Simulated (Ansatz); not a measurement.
A run of Ansatz (development build ahead of 0.2.0) on singlet CF2 at this shape:

```yaml
atoms:
  - { symbol: C, position_ang: [0.0569, 0.0799, -0.5535] }
  - { symbol: F, position_ang: [0.0648, 0.9266, 0.2763] }
  - { symbol: F, position_ang: [0.0130, -1.0848, 0.2738] }
```

Its results:

```
Converged                       : yes
Reference energy                : -236.44722 hartree
Correlation energy              : -0.47808 hartree
Total energy                    : -236.92531 hartree
Spin squared of the determinant : 0.000
```

**Question.** Which input gives this output? Name the method, the orbitals and the basis set, and write the input.

**Answer.** RHF-MP2 in def2-SVP. An unrestricted run that stays on the closed shell gives the same numbers.

```yaml
crystal:
  periodic: [false, false, false]
  atoms:
    - { symbol: C, position_ang: [0.05693, 0.07992, -0.55355] }
    - { symbol: F, position_ang: [0.06476, 0.92662, 0.27632] }
    - { symbol: F, position_ang: [0.01298, -1.08479, 0.27385] }
basis:
  gaussian: { orbitals: def2-SVP }
hamiltonian:
  xc: hf
correlation:
  method: mp2
  frozen_orbitals: { C: 1, F: 1 }
```

Caution: bonds are stretched, where a single reference can fail; stretched shape with no unrestricted run beside it, a lower state can exist.
